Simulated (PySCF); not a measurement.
# The bond of HCl+, level by level

An exercise on one series of results from a longer session: the logs are not shown, and one member is left open.

Program: PySCF 2.14.0. Level of theory: H aug-pcseg-1, Cl aug-pcseg-1, no relativity. These are calculated values, not measurements.

The first run:

A driver script around PySCF takes these settings:

- atoms: H, Cl
- charge: 1
- basis: H aug-pcseg-1, Cl aug-pcseg-1
- Hamiltonian: no relativity
- basis functions: 36
- electrons treated: 17
- masses in u: 1.0078, 34.9689
- levels: PBE0, PBE, r²SCAN, BLYP, PBEsol, BP86, HF, MP2, SCS-MP2, CCSD, CCSD(T)
- grid: 80 radial by 434 angular points
- occupations: held fixed by the projection of orbital angular momentum
- dissociation limit: H + Cl+, each in its ground configuration
- starting distance in angstrom: 1.390
- values of 2S to try: 1, 3

The run is started by

```bash
$ OMP_NUM_THREADS=1 python dia.py task.json out
```

Steps of the session up to this table: Input; The PBE0 curve of the state that the search chose; Other states along the same grid; PBE; r²SCAN; BLYP (GGA); PBEsol (GGA); BP86 (GGA); UHF; Correlated methods on the Hartree–Fock reference.

One table of the session follows, with a row left open; its other results are not shown here.

```
      level  Re (Å)  ωe (cm⁻¹)  De (eV)
        UHF   1.313       2837     3.52
    UHF-MP2   1.322       2749     4.35
UHF-SCS-MP2   1.323       2747     4.38
   UHF-CCSD   1.326       2716     4.38
UHF-CCSD(T)   1.327       2702     4.41
        PBE   1.348       2564     4.83
     PBEsol       ?          ?        ?
       BLYP   1.353       2513     4.77
       BP86   1.349       2553     4.97
     r²SCAN   1.334       2651     4.86
       PBE0   1.334       2671     4.75
```

Estimate the missing values for PBEsol.

The run gave: Re (Å): 1.350; ωe (cm⁻¹): 2557; De (eV): 5.04. In the column «Re (Å)» it lies between BP86 (1.349) and BLYP (1.353).
